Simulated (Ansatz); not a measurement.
```yaml
crystal:
  periodic: [false, false, false]
  atoms:
    - {symbol: Al, position_ang: [0.000000, 0.000000, -0.657580]}
    - {symbol: O, position_ang: [0.000000, 0.000000, -2.229073]}
    - {symbol: O, position_ang: [0.000000, 0.000000, 0.970181]}
    - {symbol: H, position_ang: [0.000000, 0.000000, 1.916472]}
basis:
  gaussian: {orbitals: def2-TZVP}
hamiltonian: {xc: pbe0}
relax: {f_tol: 0.004, max_steps: 80}
```

```sh
$ ansatz run in.yaml --threads 1 --pin off --events-out ev --progress --plain --max-ram 2176MiB
```

Steps of the relaxation (energy above the last step; positions in Å, forces in eV/Å):

```
4
step 1, 13.6 meV
Al    0.000    0.000   -0.658    0.000    0.000    0.999
O     0.000    0.000   -2.229    0.000    0.000   -1.134
O     0.000    0.000    0.970    0.000    0.000    0.163
H     0.000    0.000    1.916    0.000    0.000   -0.027
```

```
4
step 2, 3.3 meV
Al    0.000    0.000   -0.655    0.000    0.000    0.486
O     0.000    0.000   -2.239    0.000    0.000   -0.549
O     0.000    0.000    0.974    0.000    0.000    0.064
H     0.000    0.000    1.920    0.000    0.000   -0.001
```

```
4
step 3, 0.0 meV
Al    0.000    0.000   -0.653    0.000    0.000    0.024
O     0.000    0.000   -2.248    0.000    0.000   -0.024
O     0.000    0.000    0.978    0.000    0.000   -0.003
H     0.000    0.000    1.924    0.000    0.000    0.003
```

```
4
step 4, 0.0 meV
Al    0.000    0.000   -0.653    0.000    0.000   -0.001
O     0.000    0.000   -2.249    0.000    0.000    0.000
O     0.000    0.000    0.978    0.000    0.000    0.003
H     0.000    0.000    1.924    0.000    0.000   -0.002
```

Close pairs at the end: O3–H4 0.946 Å, Al1–O2 1.596 Å, Al1–O3 1.631 Å.

A stationary point of restricted PBE0 after 4 steps (its stability towards spin polarisation wasn't tested); no frequencies were run, so it isn't proven a minimum. 8.5 s on 1 thread of Arm Neoverse V2, shared host.
